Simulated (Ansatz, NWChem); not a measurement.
## Worked example: vertical ionisation energy of C2H6 (ethane)

The species is C2H6 (8 atoms), meant as a singlet with charge 0. As SMILES, `CC`. The shape is that of a PBE0-D4/def2-TZVP optimisation.

Both states at this one shape; open shells run unrestricted unless said. 1 Eh = 27.2114 eV.

| level | program | singlet C2H6 (Eh) | doublet [C2H6]+ (Eh) |
| --- | --- | --- | --- |
| B3LYP/6-31G* (Cartesian functions) | Ansatz | -79.830297 | -79.382948 |
| M06-2X/def2-SVPD | NWChem | -79.714374 | -79.257154 |
| CCSD(T)/def2-SVPD, 2 core orbitals frozen | Ansatz | -79.537803 | -79.055091 |

**Question.** Work out the vertical ionisation energy at each level.

**Answer.** 
1. B3LYP/6-31G* (Cartesian functions): -79.382948 − (-79.830297) = 0.447349 Eh = 12.17 eV.
2. M06-2X/def2-SVPD: -79.257154 − (-79.714374) = 0.457220 Eh = 12.44 eV.
3. CCSD(T)/def2-SVPD: -79.055091 − (-79.537803) = 0.482712 Eh = 13.14 eV.

No measured value is set beside it here; the levels span 12.17 to 13.14 eV.
